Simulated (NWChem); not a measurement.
System: C3H7 cation

Here is an NWChem input.

```
start job
memory heap 200 mb stack 900 mb global 1100 mb
charge 1
geometry units angstroms noautosym nocenter noautoz
  C      1.283740     0.014041     0.193314
  C      0.000000    -0.000000    -0.453280
  C     -1.283740    -0.014041     0.193314
  H      2.033079    -0.617990    -0.338488
  H      1.281492    -0.111025     1.291083
  H      1.678328     1.044851    -0.059184
  H      0.000000     0.000000    -1.564581
  H     -1.678328    -1.044851    -0.059184
  H     -2.033079     0.617990    -0.338488
  H     -1.281492     0.111025     1.291083
end
basis spherical
  * library def2-svp
end
dft
  xc m06-2x
  iterations 150
end
cosmo
  do_cosmo_smd true
  solvent dmf
end
task dft energy
```

Coordinates come from a PBE-D3(BJ)/def2-SVP optimisation. Solvent: N,N-dimethylformamide.

Level: M06-2X/def2-SVP with SMD (1 M gas to 1 M solution), gas-phase geometry. Reactions with the solvent are ignored.

Problem. What results follow from this input? (M06-2X/def2-SVP, SMD on the gas-phase geometry.) Quantities: solvation free energy (kcal/mol); cavity-dispersion-structure term (kcal/mol).

Solution. 
| Item | Value |
|---|---|
| solvation free energy (kcal/mol) | -65.9 |
| cavity-dispersion-structure term (kcal/mol) | -0.1 |
